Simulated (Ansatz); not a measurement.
```yaml
crystal:
  periodic: [false, false, false]
  atoms:
    - {symbol: F, position_ang: [1.725804, -1.103366, 3.547090]}
    - {symbol: B, position_ang: [1.106503, 0.387011, 1.166454]}
    - {symbol: S, position_ang: [-1.524896, -0.870893, -1.486341]}
    - {symbol: H, position_ang: [-1.185310, 1.454368, -3.271861]}
basis:
  gaussian: {orbitals: pcseg-2, point_charges: [{charge: 2.00, position_ang: [4.684, 0.284, -0.395]}]}
magnetization: {spin_polarized: true, initial_magnetization: 1}
hamiltonian: {xc: {name: rPW86-PBE}, dispersion: d4}
accuracy: high
scf: {lower_state_search: full}
output: {forces: true}
```

```sh
$ ansatz run in.yaml --threads 2 --pin off --events-out ev --progress --plain --max-ram 22528MiB --backend cpu
```

Output, abridged:

```
Functional definition: rPW86-PBE
1426 factors; integrals over basis functions are off by at most 4.1e-9 eV
mean field evaluation 1: about -14224.4832 eV, gradient 5.5e1 eV
mean field evaluation 2: about -14224.4601 eV, gradient 5.5e1 eV
mean field evaluation 4: about -14164.6026 eV, gradient 7.4e1 eV
mean field evaluation 8: about -14248.7387 eV, gradient 1.3e1 eV
mean field evaluation 16: about -14251.0930 eV, gradient 6.1e-1 eV
mean field evaluation 32: about -14251.0988 eV, gradient 2.8e-8 eV
mean field -14251.09879433 eV, -523.7182209499 hartree, gradient 2.8e-8 eV, S^2 2.122533; 20 other end points of the search recorded, 0 dependent functions left out
reference -14251.09880905 eV, -523.7182214910 hartree; 16, 15 occupied and 92, 93 virtual orbitals, 1426 factors
Total energy: -14251.13743697 eV, -523.7196410406 hartree
Atom 0 at     1.725804    -1.103366     3.547090 Å, force    -0.121241     0.788215    -1.394443 eV/Å
Atom 1 at     1.106503     0.387011     1.166454 Å, force     0.476701    -0.818258     0.707473 eV/Å
Atom 2 at    -1.524896    -0.870893    -1.486341 Å, force     0.167875     0.444225    -0.044899 eV/Å
Atom 3 at    -1.185310     1.454368    -3.271861 Å, force    -0.092096    -0.354074     0.259772 eV/Å
Dipole moment:    -1.281860     0.347944    -1.449521 e Å
```

(1) Something in this input is off. What?

Results:

(1) The geometry is stretched to more than twice its size. The calculation finished and met its thresholds. The result belongs to that input, not to the molecule as meant.
